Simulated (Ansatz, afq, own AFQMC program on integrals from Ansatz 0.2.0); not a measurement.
AFQMC on a folder of integrals that Ansatz 0.2.0 wrote.

```yaml
crystal:
  periodic: [false, false, false]
  atoms:
    - {symbol: In, position_ang: [0.000000, 0.000000, 0.000000]}
    - {symbol: H, position_ang: [0.000000, 0.000000, -2.163355]}
    - {symbol: H, position_ang: [0.000000, 0.000000, 2.163355]}
basis:
  gaussian: {orbitals: def2-TZVP}
total_charge: 1
magnetization: {spin_polarized: true, initial_magnetization: 0}
correlation: {method: ccsd_t, electrons: outside_noble_gas, hamiltonian_folder: ham}
```

```sh
$ ansatz run in.yaml --threads 1 --pin off --events-out ev --progress --plain --max-ram 15360MiB --backend cuda --devices 0, --max-vram 18GiB
```

afq runs on the folder ham with

```
--method phaseless --trial cisd --walkers 4000 --populations 20 --least-time 60 --time-step 0.005 --steps-per-block 50 --equilibration-blocks 40 --max-blocks 4000 --target-error 0.00024 --factor-cut 1e-05 --start spin_pure --seed 6563 --release-times 0.24,0.51,0.99,1.62,2.4 --release-step 0.03 --release-every 3 --taylor-order 6
```

Times are imaginary, in 1/Eh. The walk had a cap of 163 s. With eight or more populations the least sampling time is a fifth of least-time, and the error comes from their spread. Filled inner d shells are frozen with the cores. Core potentials past Kr, no spin–orbit coupling.

```
orbitals 53  electrons 2 2  factors 426 of 587
reference energy -190.03608467 Eh
CCSD correlation -0.06732973 Eh in 15 cycles, weight of the determinant in the CISD state 0.7378
energy of the start -190.095876 Eh
 block  time / (1/Eh)  mean weight  energy / Eh
     1     0.250  0.9999  -190.098889
     2     0.500  1.0000  -190.100913
     3     0.750  1.0001  -190.102342
     4     1.000  1.0001  -190.103626
     5     1.250  1.0002  -190.104582
     8     2.000  0.9999  -190.106326
    11     2.750  1.0001  -190.107063
    15     3.750  1.0002  -190.107711
    17     4.250  1.0001  -190.108166
    23     5.750  1.0000  -190.108187
    29     7.250  1.0000  -190.108130
    35     8.750  1.0000  -190.108499
    41    10.250  1.0000  -190.108325
    43    10.750  1.0000  -190.112768
    47    11.750  0.9999  -190.108542
    53    13.250  0.9999  -190.108418
    59    14.750  1.0001  -190.108704
    65    16.250  0.9999  -190.108574
    71    17.750  0.9999  -190.108487
    77    19.250  1.0001  -190.108320
    83    20.750  0.9998  -190.108730
    89    22.250  1.0002  -190.108637
error from the spread of 20 populations
released: time / (1/Eh)  energy / Eh  error  mean overlap
  0.24  -190.108661  0.000055  0.9995
  0.51  -190.108778  0.000058  0.9997
  0.99  -190.108894  0.000047  0.9966
  1.62  -190.109015  0.000081  0.9980
  2.40  -190.109089  0.000066  0.9981
energy -190.108632 +/- 0.000084 Eh
(rows thinned)
```

Problem. Estimate how long the walk took on 1 × NVIDIA H100 80GB HBM3 with 2 threads of AMD EPYC 7R13 Processor (Zen 3) (shared host) (the card was shared).

Solution. 100 s of wall time.

The run passed its tests (sampling time, drift between the halves within three errors, error under three times the target), which doesn't prove that it has relaxed.

Against this walk (error 2.3 meV) on the same determinant: CCSD(T) 58.8 meV higher, CCSDT(Q) 16.7 meV lower, full CI 16.6 meV lower. The error is statistical and leaves out the bias of the constraint. The determinant has ⟨S²⟩ = 0.72, so the low cluster orders mix in higher spin, while the walk starts as a pure singlet. The released energies are still falling (meV from the phaseless value at times in 1/Eh: -0.8 ± 1.5 at 0.24, -4.0 ± 1.6 at 0.51, -7.1 ± 1.3 at 0.99, -10.4 ± 2.2 at 1.62, -12.4 ± 1.8 at 2.40), so they give no level; they do show a bias of the constraint, and the last of them that isn't too noisy lies 4 meV above full CI. Full CI is exact here, so the walk's 17 meV above it is the walk's own error: the bias of the constraint with this trial. The determinant is a poor start (see the cautions), so the low cluster orders aren't to be relied on, and full CI is the sure value.

Cautions: constraint bias not in the error; no spin-orbit coupling; inner d shell frozen; strong correlation (T1 0.132, weight of the determinant 0.74, largest double 0.21); unrestricted determinant spin contaminated (⟨S²⟩ 0.72 against 0.00).

CCSDT and higher add their correlation energy to the determinant of the CCSD(T) run, since their own runs factorise the integrals more tightly (a shift of under 2 meV).
